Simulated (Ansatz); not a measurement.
# BHN2: the cost of one run

The runs use Ansatz 0.2.0, Gaussian basis; def2-QZVPP, all electrons in the functionals.

To be run: PBE, BLYP, r2SCAN, B97M-V, PBE0, B3LYP, at charge 0, triplet; charge 0, singlet; charge 0, quintet; charge 1, doublet; charge 1, quartet.

2 further runs of the same task are left out: 2 set aside as unsound or not needed.

**1. What is computed**

The geometry is a PBE0/def2-TZVP stationary point (not a proven minimum).

4 atoms, charge 0, spin multiplicity 3.

Atoms are counted from 1 here; the program's logs count them from 0.

Bond lengths: B1–N2 1.399 Å, B1–N3 1.252 Å, N3–H4 0.993 Å. Angles: N2–B1–N3 180.0°, B1–N3–H4 180.0°.

No dispersion term is added; B97M-V holds VV10 nonlocal correlation. B3LYP takes the VWN-RPA correlation.

The geometry shown and the zero of energy belong to the point charge 0, triplet. The yardstick, UCCSD(T), and other wave-function levels (R restricted, U unrestricted, valence and pair active spaces) come from earlier runs.

**2. PBE, charge 0, triplet**

File in.yaml:

```yaml
crystal:
  periodic: [false, false, false]
  atoms:
    - {symbol: B, position_ang: [0.000000, 0.000000, -0.524525]}
    - {symbol: N, position_ang: [0.000000, 0.000000, -1.923525]}
    - {symbol: N, position_ang: [0.000000, 0.000000, 0.727375]}
    - {symbol: H, position_ang: [0.000000, 0.000000, 1.720675]}
basis:
  gaussian: {orbitals: "def2-QZVPP.json"}
magnetization: {spin_polarized: true, initial_magnetization: 2}
hamiltonian: {xc: {name: PBE}}
output: {orbitals: {seedname: orbitals}}
```

Started as:

```console
ansatz run in.yaml --threads 1 --pin off --events-out ev --progress --plain --max-ram 2393MiB
```

**Question.** How long does this run take on 1 thread of Arm Neoverse V2, shared host?

About 4.4 s.
